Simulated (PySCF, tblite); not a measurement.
**Complex of Li+ and 6 × hydrogen fluoride**

A gas-phase complex of Li+ and 6 × hydrogen fluoride; charge +1, singlet. The structure comes from a short search (6 tight-binding starts) and was relaxed by PBE0-D3(BJ)/def2-SVPD; another way of binding may lie lower. No frequency run checks that it is a minimum.

Parts: 1 = Li+ ([Li+]), atoms 1, charge +1; 2 = hydrogen fluoride (F), atoms 2–3; 3 = hydrogen fluoride (F), atoms 4–5; 4 = hydrogen fluoride (F), atoms 6–7; 5 = hydrogen fluoride (F), atoms 8–9; 6 = hydrogen fluoride (F), atoms 10–11; 7 = hydrogen fluoride (F), atoms 12–13.

```tsv
atom	part	x (Å)	y (Å)	z (Å)
Li1	1	-0.517	-0.314	-0.142
F2	2	-0.820	1.443	0.395
H3	2	-1.083	1.932	1.162
F4	3	-0.770	-0.414	-2.043
H5	3	-1.235	-0.020	-2.740
F6	4	1.315	-0.824	0.121
H7	4	2.187	-0.523	0.041
F8	5	-1.577	-1.563	0.724
H9	5	-1.600	-2.493	0.903
F10	6	-1.489	2.689	2.487
H11	6	-1.725	3.581	2.587
F12	7	-1.563	-4.046	1.169
H13	7	-2.245	-4.579	1.502
```

```tsv
contact	kind (by geometry)	distance (Å)	angle (°)
H9···F12	hydrogen bond	1.576	177
H3···F10	hydrogen bond	1.580	177
Li1···F8	ion contact	1.854	-
Li1···F2	ion contact	1.862	-
Li1···F4	ion contact	1.920	-
Li1···F6	ion contact	1.920	-
```

Interaction energies are complex less parts, with the parts frozen as they stand in it; counterpoise-corrected, in kcal/mol (PySCF).

Question: How strongly do the parts interact, level by level?

Answer: 
```json
{"level": "wB97M-D3(BJ)/def2-SVPD", "interaction": "-98.60", "superposition error removed": "-3.02"}
{"level": "PBE0-D3(BJ)/def2-SVPD", "interaction": "-100.68", "superposition error removed": "-3.30"}
```

Question: What holds them together? Decompose the wB97M-D3(BJ)/def2-SVPD energy: frozen parts, their antisymmetrised product, then relaxation.

Answer: electrostatic -98.5, Pauli repulsion +46.0, orbital relaxation -45.9, dispersion correction -3.2 kcal/mol, which sum to the value before the counterpoise correction; the Pauli term holds the exchange-correlation of the frozen density too. Of the attraction, 67 % is electrostatic, 31 % is orbital relaxation, 2 % is dispersion correction.

The parts were also relaxed and run alone, at the levels used for the complex: shieldings by PBE0/pcSseg-1; core levels by delta-SCF with SCAN, pcX-2 on the ionised atom and pcseg-1 elsewhere, spin-free X2C.

Question: How do these values change when the complex forms?

Answer: 
| property | alone | in the complex | change |
| --- | --- | --- | --- |
| F8–H9 bond (Å) | 0.920 | 0.947 | +0.027 |
| shielding of H9 (ppm) | 29.25 | 22.52 | -6.73 |
| shielding of F12 (ppm) | 410.5 | 414.6 | +4.0 |
| shielding of H3 (ppm) | 29.25 | 22.57 | -6.68 |
| shielding of F10 (ppm) | 410.5 | 414.8 | +4.3 |
| F2 1s core level (eV) | 694.12 | 698.00 | +3.89 |
| F8 1s core level (eV) | 694.12 | 697.88 | +3.77 |
| F12 1s core level (eV) | 694.12 | 698.61 | +4.49 |
